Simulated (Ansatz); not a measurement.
**Forms of SiGeH$_{3}$ and their order**

Ansatz 0.2.0, basis cc-pVDZ; geometries are PBE0/def2-TZVP minima. Wave-function levels freeze the cores with the filled d shells of p-block atoms; HF, MP2 and coupled cluster are restricted for singlets and unrestricted otherwise, restricted open-shell where a d shell is frozen, Kohn–Sham unrestricted where that lies lower. The reference is CCSDT(Q) (coupled cluster only where its series has nearly closed). Semilocal and hybrid functionals correlate all electrons outside any core potential and usually lie nearer their basis limit than the reference, so part of their error here is the reference's basis and frozen-core error; RPA and the MP2 part of double hybrids freeze the same cores as the reference. None of these values is a measured one. Energies are electronic, without zero-point terms. No spin–orbit coupling and no scalar relativity. The set is small: such energies can lie up to about 0.3 eV from the limit, spin gaps mostly less, so near ties and functionals' places can change in larger sets. The species are chosen: bound, without strong static correlation by their natural occupations or amplitudes, and with a ladder that closes on the reference, so errors are smaller than for species at large; levels whose determinant breaks symmetry or spin markedly are left out.

A. doublet; Si–Ge 2.440, Si–H 1.492/1.499, angles at Si 102/107/108/116°. Coordinates (Å): Si -0.006 0.000 1.693; Ge -0.001 0.000 -0.747; H 1.462 0.000 1.996; H -0.595 1.204 2.347; H -0.595 -1.204 2.347
B. doublet; Si–Ge 2.420, Ge–H 1.543/1.550, angles at Ge 103/107/108/116°. Coordinates (Å): Si 0.006 0.000 1.782; Ge 0.002 0.000 -0.639; H -1.510 0.000 -0.981; H 0.613 1.245 -1.315; H 0.613 -1.245 -1.315
C. doublet; Si–Ge 2.323, Si–H 1.524, Ge–H 1.546/1.547, angles at Ge 106/124/127°, angles at Si 90°. Coordinates (Å): Si -0.029 0.091 1.686; Ge 0.013 -0.016 -0.634; H 0.234 -1.409 1.752; H -0.327 -1.234 -1.526; H -0.023 1.226 -1.554
D. doublet; Si–Ge 2.352, Si–H 1.492, Ge–H 1.595, angles at Ge 87°, angles at Si 107/123/130°. Coordinates (Å): Si 0.000 0.018 1.652; Ge 0.000 -0.028 -0.700; H 0.000 1.186 2.581; H 0.000 -1.209 2.499; H 0.000 1.566 -0.637

From bonding and spin, estimate the order of these in energy at CCSDT(Q), each at its own geometry.

At CCSDT(Q), above the lowest of those listed: A (0.0 kcal/mol), D (7.6 kcal/mol), C (14.6 kcal/mol), B (18.2 kcal/mol).

```csv
level,D less A (kcal/mol),C less A (kcal/mol),B less A (kcal/mol)
CCSDT(Q),7.6,14.6,18.2
HF,12.2,20.8,19.9
CCSD,8.6,16.0,18.5
CCSD(T),7.8,15.0,18.3
PBE,2.7,10.7,18.5
PBE0,4.6,12.3,18.2
wB97M-V,7.2,14.2,20.0
B2PLYP,6.4,14.9,19.8
RPA-PBE,7.5,14.9,18.9
```

Every level shown puts the same form lowest.

Another order above it: HF. The geometries are PBE0's, not this basis's own minima.
